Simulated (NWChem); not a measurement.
## Correlation energy of AlCl₃

SMILES: [Cl][Al]([Cl])[Cl]
```xyz
4

Al     0.0000     0.0000     0.0000
Cl     0.0000     0.0000     2.0937
Cl     1.8132     0.0000    -1.0468
Cl    -1.8132     0.0000    -1.0468
```
Charge 0, spin multiplicity 1.

Program: NWChem. The geometry was optimised at PBE/def2-SVP, a minimum by its harmonic frequencies.

Basis set: cc-pVDZ. Each correlation energy counts from its own Hartree-Fock reference.

The correlated methods keep 20 core orbitals frozen. The structure started from a generated list of species. No row is a measurement; the coupled-cluster row has its own basis-set and correlation limits.

Question: One of these methods gave a correlation energy of -452.9 mHa. Which?
A) SCS-MP2
B) CCSD
C) CR-CCSD[T]
D) RI-MP2

Answer: D, RI-MP2. The others give -435.5 (SCS-MP2), -496.5 (CR-CCSD[T]), -488.5 (CCSD).
